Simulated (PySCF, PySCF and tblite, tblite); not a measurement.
# C5H13N: conformers and averaged spectra

Which conformers does C5H13N (`CNC(C)(C)C`) populate, and what do their averaged NMR parameters look like?

Computed with tblite 0.8.0 (tight binding) and PySCF 2.14.0 (DFT, with response routines of our own); each step states its level. Atoms count from 0 throughout.

## Step 1: The starting structure

19 atoms, charge 0, multiplicity 1; geometry from: MMFF94s geometry.

Bonds of the start (Å): C0–H6 1.09, C0–H7 1.10, C0–H8 1.09, C0–N1 1.47, C2–C3 1.53, C2–C4 1.55, C2–C5 1.54, C3–H10 1.10, C3–H11 1.11, C3–H12 1.10, C4–H13 1.09, C4–H14 1.10, C4–H15 1.09, C5–H16 1.09, C5–H17 1.10, C5–H18 1.09, N1–C2 1.46, N1–H9 1.03.

## Step 2: GFN2-xTB relaxation, conformer 1

What the job is given:

```
{"job": {"xc": "GFN2-xTB", "basis": "xTB", "kind": "relax"}, "charge": 0, "multiplicity": 1}
C      2.120900    -0.216200     0.205700
N      0.913800    -0.721400    -0.459500
C     -0.330700    -0.025600    -0.138100
C     -0.729100    -0.163700     1.330600
C     -1.429500    -0.694300    -0.994400
C     -0.279300     1.466400    -0.521100
H      2.047300    -0.271900     1.292600
H      2.339800     0.821100    -0.083400
H      2.977100    -0.821300    -0.099300
H      0.812400    -1.716300    -0.217600
H     -1.727600     0.244800     1.524200
H     -0.756300    -1.227800     1.643000
H     -0.035500     0.354500     2.010400
H     -1.527800    -1.758300    -0.764300
H     -2.409100    -0.215000    -0.837000
H     -1.201700    -0.610800    -2.058900
H      0.049600     1.604200    -1.554200
H      0.414500     2.017800     0.124900
H     -1.258800     1.943100    -0.411200
```

On the command line:

```console
OMP_NUM_THREADS=1 python ens_run.py task.json out
```

This one command runs the whole study; its stages follow in the order run.

The program printed:

```text
step      E/eV     max force
  0    -551.06417    0.990
  1    -551.09945    0.339
  2    -551.11017    0.267
  3    -551.11980    0.271
  4    -551.12647    0.162
  5    -551.12985    0.159
  6    -551.13208    0.142
  7    -551.13376    0.101
  8    -551.13475    0.072
  9    -551.13531    0.050
 10    -551.13574    0.048
 11    -551.13617    0.049
 12    -551.13658    0.049
 13    -551.13696    0.049
 14    -551.13734    0.051
 15    -551.13772    0.040
 16    -551.13772    0.040
 17    -551.13789    0.033
 18    -551.13806    0.022
 19    -551.13814    0.019
 20    -551.13822    0.017
 21    -551.13827    0.017
 22    -551.13833    0.020
 23    -551.13840    0.023
 24    -551.13848    0.025
 25    -551.13857    0.028
 26    -551.13869    0.028
 27    -551.13882    0.035
 28    -551.13895    0.030
 29    -551.13904    0.024
 30    -551.13912    0.023
 31    -551.13920    0.027
 32    -551.13930    0.033
 33    -551.13937    0.023
 34    -551.13940    0.009
 35    -551.13942    0.010
 36    -551.13944    0.015
 37    -551.13947    0.020
 38    -551.13951    0.019
 39    -551.13955    0.016
 40    -551.13958    0.015
 41    -551.13962    0.015
 42    -551.13966    0.017
 43    -551.13970    0.017
 44    -551.13972    0.013
 45    -551.13974    0.012
 46    -551.13976    0.011
 47    -551.13977    0.010
 48    -551.13979    0.008
 49    -551.13980    0.006
 50    -551.13980    0.006
 51    -551.13981    0.005
 52    -551.13981    0.005
 53    -551.13982    0.005
 54    -551.13982    0.008
 55    -551.13983    0.009
 56    -551.13984    0.007
 57    -551.13985    0.005
 58    -551.13985    0.004
 59    -551.13985    0.004
 60    -551.13986    0.004
 61    -551.13986    0.004
```

It took 0.34 s on 1 thread of Arm Neoverse V1, shared host.

Relaxing gained 0.076 eV and moved the atoms by 0.05 Å on average (rms).

## Step 3: Shieldings, conformer 1: B97-2/pcSseg-1 in chloroform

What the job is given:

```
{"job": {"xc": "B97-2", "basis": "pcSseg-1", "solvent": "chloroform", "kind": "nmr", "pop": true}, "charge": 0, "multiplicity": 1}
C      2.107463    -0.216433     0.199995
N      0.906006    -0.681608    -0.460431
C     -0.355224    -0.022202    -0.126796
C     -0.741111    -0.160050     1.356402
C     -1.427484    -0.697542    -0.989568
C     -0.270949     1.459155    -0.504492
H      2.081809    -0.285060     1.297396
H      2.295863     0.818914    -0.078145
H      2.942137    -0.818641    -0.157408
H      0.802177    -1.679077    -0.301115
H     -1.726556     0.265167     1.527631
H     -0.763249    -1.209183     1.647966
H     -0.031284     0.361890     1.993944
H     -1.533230    -1.746026    -0.718364
H     -2.389290    -0.209398    -0.857091
H     -1.143300    -0.640592    -2.036659
H      0.125611     1.557577    -1.511346
H      0.371293     2.004955     0.181614
H     -1.260485     1.907404    -0.470995
```

The program printed:

```text
coarse grid: 14552 points
cycle   1  E = -252.8984730099  dE =  3.617e-01  |g| = 4.762e-01  |ddm| = 3.549e+00
cycle   2  E = -252.8865335450  dE =  1.194e-02  |g| = 5.352e-01  |ddm| = 9.397e-01
cycle   3  E = -252.9583957357  dE = -7.186e-02  |g| = 4.694e-02  |ddm| = 5.172e-01
cycle   4  E = -252.9587357231  dE = -3.400e-04  |g| = 2.364e-02  |ddm| = 5.607e-02
cycle   5  E = -252.9588537264  dE = -1.180e-04  |g| = 3.363e-03  |ddm| = 2.166e-02
cycle   6  E = -252.9588559020  dE = -2.176e-06  |g| = 9.411e-04  |ddm| = 3.586e-03
final grid: 136872 points
cycle   7  E = -252.9859215673  dE = -9.095e-05  |g| = 3.588e-03  |ddm| = 3.976e-02
cycle   8  E = -252.9859205250  dE =  1.042e-06  |g| = 4.288e-03  |ddm| = 7.484e-03
cycle   9  E = -252.9859247355  dE = -4.210e-06  |g| = 3.486e-04  |ddm| = 3.501e-03
cycle  10  E = -252.9859247494  dE = -1.395e-08  |g| = 2.354e-04  |ddm| = 5.248e-04
cycle  11  E = -252.9859247620  dE = -1.261e-08  |g| = 3.334e-05  |ddm| = 2.263e-04
cycle  12  E = -252.9859247623  dE = -2.216e-10  |g| = 1.055e-05  |ddm| = 3.978e-05
converged SCF energy = -252.9859247623

GIAO shielding tensors (ppm)
atom      isotropic    diamagn.    paramagn.     s11        s22        s33       span
  0 C      154.595     245.162     -90.566    134.084    145.469    184.233     50.148
  1 N      199.799     321.806    -122.007    161.980    181.057    256.361     94.380
  2 C      134.542     242.349    -107.807    119.206    129.148    155.273     36.067
  3 C      159.949     249.351     -89.402    131.983    159.044    188.820     56.838
  4 C      151.633     247.903     -96.270    130.107    137.924    186.867     56.760
  5 C      158.287     248.729     -90.442    137.564    151.056    186.241     48.677
  6 H       29.114      30.512      -1.398     24.020     27.686     35.637     11.618
  7 H       29.378      30.690      -1.311     24.732     28.304     35.099     10.367
  8 H       29.199      28.786       0.413     24.484     26.876     36.237     11.753
  9 H       31.600      35.526      -3.925     22.717     32.003     40.081     17.363
 10 H       30.734      31.789      -1.054     27.074     28.600     36.529      9.454
 11 H       31.268      32.164      -0.897     27.986     28.352     37.465      9.478
 12 H       29.988      32.162      -2.174     25.988     28.866     35.110      9.122
 13 H       30.811      31.695      -0.884     27.513     28.523     36.396      8.882
 14 H       30.745      31.265      -0.519     27.125     28.273     36.838      9.713
 15 H       30.625      31.190      -0.565     27.378     28.314     36.184      8.806
 16 H       30.894      31.615      -0.721     27.774     27.877     37.031      9.257
 17 H       30.379      32.149      -1.769     26.608     28.982     35.548      8.940
 18 H       30.807      31.603      -0.796     27.232     28.721     36.469      9.237
```

Run time: 29 s. Hardware: 1 thread of Arm Neoverse V1, shared host; peak memory 0.88 GiB.

This run: HOMO -5.93 eV, LUMO 1.50 eV; dipole 1.15 D.

## Step 4: Single-point energy, conformer 1: PBE0/def2-SVP in chloroform

The job, as its differences from that of step 3:

```diff
@@ -1,2 +1,2 @@
-{"job": {"xc": "B97-2", "basis": "pcSseg-1", "solvent": "chloroform", "kind": "nmr", "pop": true}, "charge": 0, "multiplicity": 1}
+{"job": {"xc": "PBE0", "basis": "def2-SVP", "solvent": "chloroform", "kind": "sp"}, "charge": 0, "multiplicity": 1}
 C      2.107463    -0.216433     0.199995
```

The program printed:

```text
coarse grid: 14552 points
cycle   1  E = -252.5289141750  dE =  3.625e-01  |g| = 4.375e-01  |ddm| = 4.088e+00
cycle   2  E = -252.5252696136  dE =  3.645e-03  |g| = 4.675e-01  |ddm| = 1.037e+00
cycle   3  E = -252.5809238298  dE = -5.565e-02  |g| = 3.718e-02  |ddm| = 5.549e-01
cycle   4  E = -252.5811134254  dE = -1.896e-04  |g| = 2.222e-02  |ddm| = 5.701e-02
cycle   5  E = -252.5812207483  dE = -1.073e-04  |g| = 3.178e-03  |ddm| = 2.441e-02
cycle   6  E = -252.5812228645  dE = -2.116e-06  |g| = 6.620e-04  |ddm| = 3.937e-03
final grid: 136872 points
cycle   7  E = -252.6161234260  dE = -5.610e-05  |g| = 9.452e-03  |ddm| = 4.275e-02
cycle   8  E = -252.6161178226  dE =  5.603e-06  |g| = 1.060e-02  |ddm| = 2.279e-02
cycle   9  E = -252.6161474367  dE = -2.961e-05  |g| = 6.325e-04  |ddm| = 1.243e-02
cycle  10  E = -252.6161475176  dE = -8.086e-08  |g| = 2.274e-04  |ddm| = 8.362e-04
cycle  11  E = -252.6161475293  dE = -1.172e-08  |g| = 3.486e-05  |ddm| = 2.367e-04
cycle  12  E = -252.6161475295  dE = -2.176e-10  |g| = 1.675e-05  |ddm| = 5.533e-05
converged SCF energy = -252.6161475295
```

Wall time 10 s (1 thread of Arm Neoverse V1, shared host); peak memory 0.72 GiB.

This run: HOMO -6.06 eV, LUMO 1.74 eV; dipole 1.07 D.

## Step 5: Couplings, conformer 1: B3LYP/6-31G*+pcJ-1

The job, as its differences from that of step 4:

```diff
@@ -1,2 +1,2 @@
-{"job": {"xc": "PBE0", "basis": "def2-SVP", "solvent": "chloroform", "kind": "sp"}, "charge": 0, "multiplicity": 1}
+{"job": {"xc": "B3LYP", "basis": {"default": "6-31G*", "H": "pcJ-1"}, "nuclei": ["H", "F", "P", "Si", "B"], "kind": "j"}, "charge": 0, "multiplicity": 1}
 C      2.107463    -0.216433     0.199995
```

The program printed:

```text
coarse grid: 14552 points
cycle   1  E = -253.0919970316  dE =  3.707e-01  |g| = 5.501e-01  |ddm| = 3.315e+00
cycle   2  E = -253.0568426594  dE =  3.515e-02  |g| = 6.654e-01  |ddm| = 1.219e+00
cycle   3  E = -253.1726518116  dE = -1.158e-01  |g| = 6.041e-02  |ddm| = 7.192e-01
cycle   4  E = -253.1732831954  dE = -6.314e-04  |g| = 2.869e-02  |ddm| = 7.837e-02
cycle   5  E = -253.1734642772  dE = -1.811e-04  |g| = 4.334e-03  |ddm| = 2.702e-02
cycle   6  E = -253.1734679687  dE = -3.691e-06  |g| = 1.514e-03  |ddm| = 5.191e-03
final grid: 136872 points
cycle   7  E = -253.1274373993  dE = -6.362e-05  |g| = 8.874e-03  |ddm| = 3.041e-02
cycle   8  E = -253.1274263553  dE =  1.104e-05  |g| = 1.096e-02  |ddm| = 1.856e-02
cycle   9  E = -253.1274582328  dE = -3.188e-05  |g| = 6.381e-04  |ddm| = 1.102e-02
cycle  10  E = -253.1274583132  dE = -8.039e-08  |g| = 2.642e-04  |ddm| = 8.284e-04
cycle  11  E = -253.1274583293  dE = -1.608e-08  |g| = 3.909e-05  |ddm| = 2.243e-04
cycle  12  E = -253.1274583296  dE = -3.292e-10  |g| = 1.126e-05  |ddm| = 4.779e-05
converged SCF energy = -253.1274583296

Indirect spin-spin couplings (Hz)
  i      j    bonds     total        FC       PSO       DSO        SD
  6 H    7 H    2     -9.752    -9.270     1.814    -2.296         -
  6 H    8 H    2    -11.735   -11.227     1.931    -2.439         -
  6 H    9 H    3      1.255     1.496     0.579    -0.819         -
  6 H   10 H    5     -0.505    -0.223     0.669    -0.952         -
  6 H   11 H    5      0.156    -0.027    -0.484     0.667         -
  6 H   12 H    5      0.336    -0.388    -1.854     2.578         -
  6 H   13 H    5     -0.251    -0.011     0.542    -0.782         -
  6 H   14 H    5     -0.538    -0.182     0.864    -1.220         -
  6 H   15 H    5     -0.363     0.025     0.941    -1.329         -
  6 H   16 H    5     -0.325     0.024     0.798    -1.147         -
  6 H   18 H    5     -0.462    -0.101     0.832    -1.193         -
  7 H    8 H    2    -15.422   -14.891     1.921    -2.452         -
  7 H    9 H    3     15.028    16.136     2.410    -3.518         -
  7 H   10 H    5     -0.400    -0.057     0.789    -1.133         -
  7 H   11 H    5     -0.374     0.004     0.857    -1.235         -
  7 H   13 H    5     -0.358     0.038     0.952    -1.348         -
  7 H   14 H    5     -0.515    -0.171     0.843    -1.187         -
  7 H   15 H    5     -0.195     0.013     0.456    -0.664         -
  7 H   16 H    5      0.328    -0.047    -0.905     1.279         -
  7 H   17 H    5      0.561    -0.197    -1.832     2.590         -
  7 H   18 H    5     -0.413    -0.121     0.722    -1.013         -
  8 H    9 H    3      3.917     3.922     0.256    -0.261         -
  8 H   10 H    5     -0.604    -0.129     1.098    -1.573         -
  8 H   11 H    5     -0.199     0.076     0.584    -0.859         -
  8 H   12 H    5     -0.370    -0.062     0.678    -0.986         -
  8 H   13 H    5     -0.249    -0.006     0.619    -0.862         -
  8 H   14 H    5     -0.169     0.237     1.002    -1.408         -
  8 H   15 H    5     -0.220     0.006     0.558    -0.784         -
  8 H   16 H    5     -0.242     0.008     0.515    -0.765         -
  8 H   17 H    5     -0.221     0.101     0.724    -1.046         -
  8 H   18 H    5     -0.571    -0.091     1.117    -1.597         -
  9 H   10 H    4     -1.026    -0.560     1.109    -1.574         -
  9 H   11 H    4      0.228    -0.251    -1.143     1.622         -
  9 H   12 H    4     -0.462    -0.146     0.579    -0.895         -
  9 H   13 H    4      0.398    -0.243    -1.415     2.056         -
  9 H   14 H    4     -0.591    -0.091     1.164    -1.664         -
  9 H   15 H    4     -0.173    -0.160     0.118    -0.131         -
  9 H   16 H    4     -0.515     0.078     1.337    -1.930         -
  9 H   17 H    4     -1.276    -0.613     1.490    -2.153         -
  9 H   18 H    4      1.522     2.165     1.518    -2.161         -
 10 H   11 H    2    -13.927   -13.518     1.944    -2.353         -
 10 H   12 H    2    -13.985   -13.601     1.925    -2.309         -
 10 H   13 H    4     -0.324    -0.211     0.224    -0.337         -
 10 H   14 H    4      0.656     0.234    -1.032     1.454         -
 10 H   17 H    4     -0.293    -0.193     0.207    -0.308         -
 10 H   18 H    4      0.606     0.259    -0.854     1.201         -
 11 H   12 H    2    -12.840   -12.453     1.901    -2.288         -
 11 H   13 H    4      0.354    -0.068    -0.996     1.418         -
 11 H   14 H    4     -0.369    -0.183     0.425    -0.611         -
 11 H   15 H    4     -0.489    -0.029     1.082    -1.542         -
 11 H   16 H    4      3.584     4.134     1.346    -1.896         -
 11 H   18 H    4     -0.405     0.071     1.092    -1.568         -
 12 H   13 H    4     -0.283     0.201     1.082    -1.565         -
 12 H   14 H    4     -0.322     0.135     1.033    -1.491         -
 12 H   15 H    4      3.540     4.096     1.345    -1.900         -
 12 H   16 H    4     -0.344     0.096     1.026    -1.465         -
 12 H   17 H    4      0.346    -0.141    -1.203     1.690         -
 12 H   18 H    4     -0.375    -0.195     0.402    -0.582         -
 13 H   14 H    2    -13.543   -13.133     1.967    -2.377         -
 13 H   15 H    2    -13.463   -13.056     1.946    -2.353         -
 13 H   16 H    4     -0.628    -0.142     1.100    -1.587         -
 13 H   17 H    4      3.501     4.064     1.334    -1.897         -
 13 H   18 H    4      0.233     0.703     1.062    -1.532         -
 14 H   15 H    2    -13.365   -12.905     1.982    -2.442         -
 14 H   16 H    4     -0.415    -0.220     0.428    -0.623         -
 14 H   17 H    4     -0.196     0.243     0.996    -1.435         -
 14 H   18 H    4      0.493    -0.008    -1.186     1.687         -
 15 H   16 H    4      0.319    -0.068    -0.931     1.318         -
 15 H   17 H    4     -0.427     0.067     1.127    -1.621         -
 15 H   18 H    4     -0.333    -0.231     0.207    -0.309         -
 16 H   17 H    2    -12.957   -12.554     1.901    -2.305         -
 16 H   18 H    2    -13.986   -13.547     1.944    -2.383         -
 17 H   18 H    2    -14.043   -13.665     1.916    -2.294         -
```

Wall time 70 s (1 thread of Arm Neoverse V1, shared host); peak memory 1 GiB.

Key values: HOMO -5.77 eV, LUMO 1.13 eV; dipole 0.80 D.

## Step 6: Averages: properties at B97-2/pcSseg-1 in chloroform

What the job is given:

```
{"job": {"study": "conf", "smiles": "CNC(C)(C)C", "search": {"seed": 5661, "n_embed": 60, "ff_keep": 14, "window": 3.0, "nmax": 10, "temps": [220, 260, 298.15, 340, 380], "t_ref": 298.15, "order": 0.002}, "level": {"nmr": {"xc": "B97-2", "basis": "pcSseg-1", "solvent": "chloroform"}, "sp": {"xc": "PBE0", "basis": "def2-SVP", "solvent": "chloroform"}, "j": {"xc": "B3LYP", "basis": {"default": "6-31G*", "H": "pcJ-1"}, "nuclei": ["H", "F", "P", "Si", "B"]}}, "kind": "conf"}, "charge": 0, "multiplicity": 1}
C      2.107463    -0.216433     0.199995
N      0.906006    -0.681608    -0.460431
C     -0.355224    -0.022202    -0.126796
C     -0.741111    -0.160050     1.356402
C     -1.427484    -0.697542    -0.989568
C     -0.270949     1.459155    -0.504492
H      2.081809    -0.285060     1.297396
H      2.295863     0.818914    -0.078145
H      2.942137    -0.818641    -0.157408
H      0.802177    -1.679077    -0.301115
H     -1.726556     0.265167     1.527631
H     -0.763249    -1.209183     1.647966
H     -0.031284     0.361890     1.993944
H     -1.533230    -1.746026    -0.718364
H     -2.389290    -0.209398    -0.857091
H     -1.143300    -0.640592    -2.036659
H      0.125611     1.557577    -1.511346
H      0.371293     2.004955     0.181614
H     -1.260485     1.907404    -0.470995
```

The program printed:

```text
conformer  sym    E(xTB)   E(DFT)   G(298.15 K)  weight  dipole/D
    1     C1      0.000    0.000    0.000   1.0000    1.066

mean shielding (ppm) by class
class atoms           220 K      260 K   298.15 K      340 K      380 K
  0 C  0            154.595    154.595    154.595    154.595    154.595
  1 N  1            199.799    199.799    199.799    199.799    199.799
  2 C  2            134.542    134.542    134.542    134.542    134.542
  3 C  3,4,5        156.623    156.623    156.623    156.623    156.623
  4 H  6,7,8          29.23      29.23      29.23      29.23      29.23
  5 H  9             31.601     31.601     31.601     31.601     31.601
  6 H  10,11,12      30.695     30.695     30.695     30.695     30.695
```

It took 1.8 min on 1 thread of Arm Neoverse V1, shared host. This counts the runs that the step sums up.

The search (ETKDG and KDG, MMFF94s, GFN2-xTB) embedded 60 structures, kept 1 distinct ones after the force field and 1 after xTB; 1 was carried on (window 3.0 kcal/mol at the search's own energies). Energies: PBE0/def2-SVP in chloroform with D3(BJ).

Conformer by conformer (298 K):

```csv
no.,group,mirror pair,ΔE xTB,ΔE DFT,ΔG,weight (%),μ (D),C0–N1–C2–C3 (°),"A, B, C (GHz)"
1,C1,yes,0.00,0.00,0.00,100.0,1.07,-62,"4.38, 2.65, 2.64"
```

Energies in kcal/mol. ΔG holds xTB vibrations and rotation, symmetry numbers and mirror pairs.

Shifts against references run at the same level (¹³C TMS 186.8, ¹H TMS 31.80 ppm of shielding), by class of atoms, at 298 K:

```csv
atoms,environment,average,measured
C2,fully substituted sp3 carbon bonded to N,52.3,50.4
C0,methyl carbon bonded to N,32.2,–
"C3, C4, C5",methyl carbon,30.2,28.2
"H6, H7, H8",hydrogen on a methyl carbon bonded to N,2.57,–
"H10, H11, H12 and 6 more",hydrogen on a methyl carbon,1.11,–
H9,hydrogen on an amine nitrogen,0.20,–
N1,amine nitrogen,199.8 (σ),–
```

Measured: solution, not stated per compound (mostly CDCl3 or CCl4); Pretsch, Buehlmann, Badertscher, Structure Determination of Organic Compounds, 4th ed. (2009).

Couplings (Hz, B3LYP/6-31G*+pcJ-1; one pair named for each class), from conformers that hold 100 % of the weight:

```csv
pair,bonds,average
H10–H11,2,-13.6
H6–H7,2,-12.3
H6–H9,3,6.7
```

Effective distances for nuclear Overhauser effects, ⟨r⁻⁶⟩^(−1/6) over all pairs of two classes (Å): H6···H9 2.49; H9···H10 2.93; H6···H10 3.24.

## Step 7: Outcome

```
                                          quantity                                                 value
                                        conformers  1; the first in weight is no. 1 (C1), 100 % at 298 K
                           root-mean-square dipole                                                1.07 D
averaged ¹³C shifts (B97-2/pcSseg-1 in chloroform)                                  52.3, 32.2, 30.2 ppm
 averaged ¹H shifts (B97-2/pcSseg-1 in chloroform)                                  2.57, 1.11, 0.20 ppm
```

**Reading.** The search found one conformer in the window, so the averages are its own values. Against 2 measured ¹³C shifts the average misses by 2.0 ppm. Vibration is missing from the shifts, so part of that gap is not the functional's. Protons on O, N, S or Se exchange and bind to solvent, so their values hold for the lone molecule only.
